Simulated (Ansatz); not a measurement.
# C₂H₂ (singlet): the correlation ladder, cc-pVDZ

Aim: climb from Hartree-Fock through coupled cluster and multireference methods for C₂H₂ (singlet) at one geometry and basis, and see what each rung misses.

Program: Ansatz 0.2.0, Gaussian basis. Level of theory: cc-pVDZ, core rule «outside noble gas», up to 2 orbitals frozen. These are calculated values, not measurements.

The runs, in order: UHF; CCSD(T) on RHF; BCCD(T) on RHF; CISD; CCSDT(Q) on RHF; CCSDTQ on RHF; CASSCF and MRCISD+Q, 10 electrons in 10 orbitals; CASSCF and NEVPT2, 10 electrons in 10 orbitals.

3 further runs of the same task are left out: 3 set aside as unsound or not needed. Runs told in other sessions of the task aren't counted.

## 1. What is computed

The geometry is a PBE0/def2-TZVP stationary point (not a proven minimum).

4 atoms, charge 0, spin multiplicity 1.

Atoms are counted from 1 here; the program's logs count them from 0.

Bond lengths: C1–C2 1.197 Å, C1–H3 1.065 Å, C2–H4 1.065 Å. Angles: C2–C1–H3 180.0°, C1–C2–H4 180.0°.

## 2. UHF

Input file in.yaml:

```yaml
crystal:
  periodic: [false, false, false]
  atoms:
    - {symbol: C, position_ang: [0.000000, 0.000000, 0.598483]}
    - {symbol: C, position_ang: [0.000000, 0.000000, -0.598483]}
    - {symbol: H, position_ang: [0.000000, 0.000000, 1.663170]}
    - {symbol: H, position_ang: [0.000000, 0.000000, -1.663170]}
basis:
  gaussian: {orbitals: cc-pVDZ}
magnetization: {spin_polarized: true, initial_magnetization: 0}
hamiltonian: {xc: hf}
output: {orbitals: {seedname: orbitals}}
```

Run with:

```console
ansatz run in.yaml --threads 1 --pin off --events-out ev --progress --plain --max-ram 2560MiB --backend cpu
```

Further steps of the session: CCSD(T) on RHF; BCCD(T) on RHF; CISD; CCSDT(Q) on RHF; CCSDTQ on RHF; CASSCF and MRCISD+Q, 10 electrons in 10 orbitals; CASSCF and NEVPT2, 10 electrons in 10 orbitals.

Q: Predict the results of all the runs planned. Wanted: RCCSDTQ from the RHF energy; RMP2 from RCCSDTQ; RCCSD from RCCSDTQ; RCCSD(T) from RCCSDTQ; RCCSDT(Q) from RCCSDTQ; NEVPT2 valence from RCCSDTQ; MRCISD+Q valence from RCCSDTQ; T1 diagnostic; effectively unpaired electrons.

The runs gave:

| quantity | value |
| --- | --- |
| RCCSDTQ from the RHF energy | -7.7260 eV |
| RMP2 from RCCSDTQ | +800.9 meV |
| RCCSD from RCCSDTQ | +332.5 meV |
| RCCSD(T) from RCCSDTQ | +35.0 meV |
| RCCSDT(Q) from RCCSDTQ | -2.8 meV |
| NEVPT2 valence from RCCSDTQ | +788.6 meV |
| MRCISD+Q valence from RCCSDTQ | +12.6 meV |
| levels within 1 kcal/mol (43 meV) | RCCSD(T), BCCD(T), RCCSDT, RCCSDT(Q), MRCISD+Q valence |
| T1 diagnostic | 0.012 |
| effectively unpaired electrons | 0.07 |

What this shows: RCCSD(T) lands +35.0 meV from the yardstick (0.5 % of the correlation energy). One determinant dominates. Of the multireference levels listed MRCISD+Q valence comes nearest in total energy (+12.6 meV), which doesn't show that its space is the better one. These misses are within one basis, not against nature.
